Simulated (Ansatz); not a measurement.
**Structure relaxation of BaCaP3**

These are results of DFT PBE, scalar-relativistic, plane waves, PAW (Ansatz 0.2.0), not measurements.

BaCaP3 was placed on the hexagonal perovskite (2H) structure type (P6_3/mmc, No. 194), with Ca in place of Ni, P in place of O, at a guessed volume.

Input of the last, converged step (default PAW datasets):

```yaml
crystal:
  lattice:
    - [6.4336188485, 0.0, 0.0]
    - [-3.2168094243, 5.5716773611, 0.0]
    - [0.0, 0.0, 6.6414731952]
  atoms:
    - { symbol: Ba, position: [0.3333333333, 0.6666666667, 0.75] }
    - { symbol: Ba, position: [0.6666666667, 0.3333333333, 0.25] }
    - { symbol: Ca, position: [0.0, 0.0, 0.5] }
    - { symbol: Ca, position: [0.0, 0.0, 0.0] }
    - { symbol: P, position: [0.2151512376, 0.4303024753, 0.25] }
    - { symbol: P, position: [0.7848487624, 0.2151512376, 0.75] }
    - { symbol: P, position: [0.7848487624, 0.5696975247, 0.75] }
    - { symbol: P, position: [0.2151512376, 0.7848487624, 0.25] }
    - { symbol: P, position: [0.5696975247, 0.7848487624, 0.25] }
    - { symbol: P, position: [0.4303024753, 0.2151512376, 0.75] }
basis:
  ecutwfc: 420
kpoints:
  mp_grid: { grid: [6, 6, 6] }
hamiltonian:
  xc: pbe
scf:
  occupations: { method: gaussian, width: 0.1 }
output:
  forces: true
  stress: true
  eigenvalues: true
relax:
  adjacent_minimum: "off"
  f_tol: 0.01
  max_steps: 80
  cell: { stress_tol: 0.05 }
```

Launched as:

```bash
ansatz run input.yaml --threads 1 --pin off --max-ram 2560MiB --backend cpu --events-out ev --progress --plain --runs-dir out
```

Time: 2.1 min on 1 thread of Arm Neoverse V1, with other jobs on the host, peak memory 0.59 GiB.

End of the output:

```
SCF converged after 5 iterations
Free energy (F): -20074.323210 eV
Harris-Foulkes:  -20074.323210 eV  (|F-HF|=1.46e-11)
Internal energy: -20074.298502 eV  (E = F + TS)
E sigma→0 (E₀):  -20074.310856 eV
Entropy (-TS):   -0.024707 eV (-2.471 meV/atom)
Fermi energy:    8.730994 eV
--- Per-component energies (eV) ---
  E_band       = -283.883606
  E_kinetic    = 1321.100836
  E_local      = -2336.377900  (includes V_loc(G=0)·N_el)
  E_nonlocal   = 443.208762
  E_hartree    = 758.893510
  E_xc         = -983.717891
  E_vxc        = -983.979112  (∫ρ·V_xc dr)
  E_paw        = -15584.184830  (= ΣΔE_a)
  E_vpaw       = -245.623163  (= ΣTr[D̂ρ^β])
  E_aug_tail   = 0.000003  (compensation charges beyond the density's cutoff)
  E_ewald      = -3693.220992
  E_smearing   = -0.024707  (= −TS)
  E_closure    =  0.000000  (closes the sum)
  Σ components = -20074.323210   (vs F -20074.323210, Δ=0.00e0)
--- Forces (eV/Å), atoms counted from 1 ---
  atom   1  Ba     0.00000000     0.00000000     0.00000000
  atom   2  Ba     0.00000000     0.00000000     0.00000000
  atom   3  Ca     0.00000000     0.00000000     0.00000000
  atom   4  Ca     0.00000000     0.00000000     0.00000000
  atom   5  P      0.00000000    -0.00373331     0.00000000
  atom   6  P      0.00323314    -0.00186666     0.00000000
  atom   7  P      0.00000000     0.00373331     0.00000000
  atom   8  P     -0.00323314     0.00186666     0.00000000
  atom   9  P      0.00323314     0.00186666     0.00000000
  atom  10  P     -0.00323314    -0.00186666     0.00000000
  max |Σ_I F_I| component: 5.07e-17 eV/Å
--- Stress (GPa, compression-positive) ---
        0.002189       0.000000       0.000000
        0.000000       0.002189       0.000000
        0.000000       0.000000       0.015858
  P = ⅓ Tr σ = 0.0067 GPa (0.067 kbar)
--- Relaxed structure (3 steps of the walk, 3 accepted, 1 SCFs on fresh bases) ---
  F+E_penalty+E_count = -20074.32320964 eV   max|allowed force component| = 3.733e-3 eV/Å   (the final SCF, on the basis selected at the relaxed cell)
  cell:  # Å, volume = 239.6557 Å³
    - [6.452137, 0.000000, 0.0]
    - [-3.226069, 5.587715, 0.0]
    - [0.0, 0.0, 6.647371]
  atoms:
    - { symbol: Ba, position: [0.333333, 0.666667, 0.75] }
    - { symbol: Ba, position: [0.666667, 0.333333, 0.25] }
    - { symbol: Ca, position: [0.000000, 0.000000, 0.5] }
    - { symbol: Ca, position: [0.000000, 0.000000, 0.000000] }
    - { symbol: P, position: [0.214964, 0.429927, 0.25] }
    - { symbol: P, position: [0.785036, 0.214964, 0.75] }
    - { symbol: P, position: [0.785036, 0.570073, 0.75] }
    - { symbol: P, position: [0.214964, 0.785036, 0.25] }
    - { symbol: P, position: [0.570073, 0.785036, 0.25] }
    - { symbol: P, position: [0.429927, 0.214964, 0.75] }
```

Absolute energies hang on the potentials; compare differences alone.

The result has space group P6_3/mmc (No. 194). Around Ba lie 6 P at 3.27 Å and 6 P at 3.58 Å (next Ca at 4.08 Å); Ca is coordinated by 6 P at 2.92 Å and 2 Ca at 3.32 Å; P is coordinated by 2 P at 2.29 Å.

Against the elements it lies at -0.75 eV/atom. Formation energies are uncorrected and refer to the elements' standard structures at the same level.

For metals, differences of a few meV/atom aren't resolved.

A structure relaxed within its symmetry needn't be a true minimum.